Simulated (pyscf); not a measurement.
H₂C=CH–SiH₃ (SMILES C=C[SiH3]) + HCl (SMILES Cl) → H₂C=CH–SiH₂–Cl (SMILES C=C[SiH2]Cl) + H₂ (SMILES [H][H]) (four-centre exchange; singlet surface; H–Si, Cl–H broken, Cl–Si, H–H formed). Structures and frequencies: ωB97X-D3(BJ)/def2-SVP in PySCF. Rate constants from transition-state theory, ωB97M-D3(BJ)/def2-TZVP energies (ideal gas, 1 atm, RRHO with modes under 100 cm⁻¹ raised to 100, one conformer, R ln 2 for chiral ones without a mode under 150 cm⁻¹; no tunnelling), k in cm³ molecule⁻¹ s⁻¹.

```json
[
 {"T (K)": "298", "1000/T": "3.354", "log10 k": "-38.92"},
 {"T (K)": "600", "1000/T": "1.667", "log10 k": "-25.89"},
 {"T (K)": "900", "1000/T": "1.111", "log10 k": "-21.44"},
 {"T (K)": "1200", "1000/T": "0.833", "log10 k": "?"}
]
```

Problem. Fit an Arrhenius line to the three values, give the activation energy, and predict k at 1200 K.

Solution. Least squares gives log10 k = -12.85 − 7.78 × 1000/T, so Ea = 7.78 × ln 10 × 1.987 = 35.6 kcal/mol, against an electronic barrier of 33.9. At 1200 K the line gives -19.33; the computed value is -19.12 (ΔG‡ = 75.4 kcal/mol), a factor 1.6 over the line, since the plot is curved. One saddle was located; it need not be the lowest between these sides.
